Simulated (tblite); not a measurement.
# F4H2: the cost of one run

Computed with tblite 0.8.0 and PySCF 2.14.0; each step states its level. No surroundings beyond the atoms listed, unless a continuum is named. Atoms count from 0, parts from 1.

## 1. Starting point

6 atoms, charge 0, multiplicity 1; geometry: rigid parts in contact. Parts: 1 = atoms 0–1, `FF`, charge 0; 2 = atoms 2–3, `F`, charge 0; 3 = atoms 4–5, `F`, charge 0.

## 2. Search for minima with GFN2-xTB

Job settings and geometry (Å):

```
{"job": {"kind": "dock", "xc": "GFN2-xTB", "basis": "xTB"}, "charge": 0, "multiplicity": 1, "parts": [{"atoms": "0-1", "charge": 0, "multiplicity": 1}, {"atoms": "2-3", "charge": 0, "multiplicity": 1}, {"atoms": "4-5", "charge": 0, "multiplicity": 1}]}
F      0.754574     0.005123     0.022334
F     -0.610935    -0.057539    -0.253672
F     -2.027257     0.490667     2.165360
H     -2.860715     0.583122     2.578164
F     -3.041343     1.695354    -0.220778
H     -2.342861     1.084059    -0.309586
```

Method: GFN2-xTB search for minima from random contacts, gas phase.

The run is started by

```sh
OMP_NUM_THREADS=1 python cluster_run.py task.json out
```

One launch serves the whole session: the jobs run in the order shown.

**Question.** How long does this first job take on 1 thread of Arm Neoverse V1, shared host?

About 4.2 s.
